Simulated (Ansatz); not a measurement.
**Aluminium, fcc under PBE: testing the Gaussian smearing**

A convergence test of the Gaussian smearing width. The geometry was relaxed under PBE beforehand and stays fixed; 7 values are run, from 0.01 to 1.0 eV. Wanted are the values from which on the energy stays within 10 and 1 meV/atom, and the pressure within 0.5 GPa, of the narrowest run. Within the series other settings stay, but some runs also write fields, which adds to their time. Spin polarisation is left out.

Computed with Ansatz 0.2.0 (DFT PBE, plane waves with PAW, scalar-relativistic, unless a step says otherwise).

### Step 1. The starting structure

Symmetry: Fm-3m, No. 225, cubic system. The conventional cell has a = 4.040 Å, b = 4.040 Å, c = 4.040 Å, α = 90.00°, β = 90.00°, γ = 90.00°. Al (site symmetry m-3m) has 12 Al at 2.86 Å as nearest neighbours.

Structure file:

```xyz
1
Lattice="0.0000 2.0200 2.0200 2.0200 0.0000 2.0200 2.0200 2.0200 0.0000" Properties=species:S:1:pos:R:3 pbc="T T T"
Al    0.0000    0.0000    0.0000
```

### Step 2. With a width of 0.01 eV

The run at 0.01 eV.

input.yaml

```yaml
crystal:
  lattice:
    - [0.0, 2.0199630948, 2.0199630948]
    - [2.0199630948, 0.0, 2.0199630948]
    - [2.0199630948, 2.0199630948, 0.0]
  atoms:
    - { symbol: Al, position: [0.0, 0.0, 0.0] }
hamiltonian:
  xc: pbe
  pseudopotentials:
    kind: paw
    azcp:
      Al: "pseudopotentials/Al.paw.azcp"
basis:
  ecutwfc: 420
  fft_grid_basis: typed
kpoints:
  mp_grid: { grid: [13, 13, 13], shift: [0, 0, 0] }
magnetization:
  spin_polarized: false
scf:
  occupations: { method: gaussian, width: 0.01 }
  lower_state_search: "off"
output:
  stress: true
  write_density: true
  write_potential: true
  elf: true
  volumetric_format: npy
```

The run is started by

```sh
$ ansatz run input.yaml --threads 1 --pin off --max-ram 3584MiB --backend cpu --events-out ev --progress --plain --runs-dir out
```

### Step 3. With a width of 0.03 eV

The run at 0.03 eV.

input.yaml: that of step 2 with these lines changed.

```diff
@@ -21,3 +21,3 @@
 scf:
-  occupations: { method: gaussian, width: 0.01 }
+  occupations: { method: gaussian, width: 0.03 }
   lower_state_search: "off"
```

### Step 4. With a width of 0.1 eV

The run at 0.1 eV.

input.yaml: that of step 3 with these lines changed.

```diff
@@ -21,3 +21,3 @@
 scf:
-  occupations: { method: gaussian, width: 0.03 }
+  occupations: { method: gaussian, width: 0.1 }
   lower_state_search: "off"
@@ -25,5 +25 @@
   stress: true
-  write_density: true
-  write_potential: true
-  elf: true
-  volumetric_format: npy
```

### Step 5. With a width of 0.2 eV

The run at 0.2 eV.

input.yaml: that of step 4 with these lines changed.

```diff
@@ -21,3 +21,3 @@
 scf:
-  occupations: { method: gaussian, width: 0.1 }
+  occupations: { method: gaussian, width: 0.2 }
   lower_state_search: "off"
@@ -25 +25,5 @@
   stress: true
+  write_density: true
+  write_potential: true
+  elf: true
+  volumetric_format: npy
```

### Step 6. With a width of 0.3 eV

The run at 0.3 eV.

input.yaml: that of step 5 with these lines changed.

```diff
@@ -21,3 +21,3 @@
 scf:
-  occupations: { method: gaussian, width: 0.2 }
+  occupations: { method: gaussian, width: 0.3 }
   lower_state_search: "off"
@@ -25,5 +25 @@
   stress: true
-  write_density: true
-  write_potential: true
-  elf: true
-  volumetric_format: npy
```

### Step 7. With a width of 0.6 eV

The run at 0.6 eV.

input.yaml: that of step 6 with these lines changed.

```diff
@@ -21,3 +21,3 @@
 scf:
-  occupations: { method: gaussian, width: 0.3 }
+  occupations: { method: gaussian, width: 0.6 }
   lower_state_search: "off"
@@ -25 +25,5 @@
   stress: true
+  write_density: true
+  write_potential: true
+  elf: true
+  volumetric_format: npy
```

### Step 8. With a width of 1.0 eV

The run at 1.0 eV.

input.yaml: that of step 7 with these lines changed.

```diff
@@ -21,3 +21,3 @@
 scf:
-  occupations: { method: gaussian, width: 0.6 }
+  occupations: { method: gaussian, width: 1.0 }
   lower_state_search: "off"
@@ -25,5 +25 @@
   stress: true
-  write_density: true
-  write_potential: true
-  elf: true
-  volumetric_format: npy
```

(Steps that only read results are left out.)

Before running it: what results should come out?

The runs gave:

| quantity | value |
| --- | --- |
| E(σ → 0) stays within 10 meV/atom of 0.01 eV | up to 1.0 eV |
| E(σ → 0) stays within 1 meV/atom | up to 0.3 eV |
| pressure stays within 0.5 GPa | up to 0.6 eV |
| pressure at 0.01 eV | 0.11 GPa |
| energy of a separate run on a finer mesh (22×22×22) | -5.5 meV/atom from 0.01 eV |

In words: The far end, 1.0 eV, lies -3.5 meV/atom and +0.7 GPa from the yardstick. Over the range F shifts by -104.7 meV/atom, while E(σ → 0) shifts by -3.5. In theory F falls as the square of the width under this scheme, but here the ratio is not steady: the mesh at narrow widths, or a density of states that varies over the wide ones, can both cause that. The mesh (13×13×13) is fixed, so the narrowest widths carry a k-point error of their own. The yardstick itself is unsettled by 5.5 meV/atom against the finer mesh, so the thresholds above hold only within this series, and wider smearing, which averages over more states, can land nearer the fine-mesh value than the narrowest does.
